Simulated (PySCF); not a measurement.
Atoms are numbered as in `[OH:1][CH2:2][C:3]([Cl:4])([Cl:5])[Cl:6]`; H(Xn) means a hydrogen on atom n.

GIAO PBE0/pcSseg-1 shifts (PySCF 2.14, gas phase, non-relativistic, equivalent atoms averaged), each against references optimised in the same way as the molecule (H2O, TMS, HCl).

On the GFN2-xTB geometry: O1 47.4, C3 125.0, C2 81.5, Cl4/Cl5/Cl6 431, H(C2) 4.18, H(O1) 2.07 ppm.

Question: What changes on the PBE0-D3(BJ)/def2-SVP geometry?

Answer: 
```json
{"atoms": "O1", "δ (ppm)": "45.2", "change": "-2.2"}
{"atoms": "C3", "δ (ppm)": "123.9", "change": "-1.1"}
{"atoms": "C2", "δ (ppm)": "80.0", "change": "-1.5"}
{"atoms": "Cl4/Cl5/Cl6", "δ (ppm)": "421", "change": "-10"}
{"atoms": "H(C2)", "δ (ppm)": "3.78", "change": "-0.40"}
{"atoms": "H(O1)", "δ (ppm)": "1.63", "change": "-0.44"}
```

Bonds between heavy atoms that differ most (equivalent bonds averaged): O1–C2 1.386 → 1.379 Å, C2–C3 1.535 → 1.532 Å. Mean change of bonds to hydrogen: O–H -0.001 Å, C–H +0.008 Å.
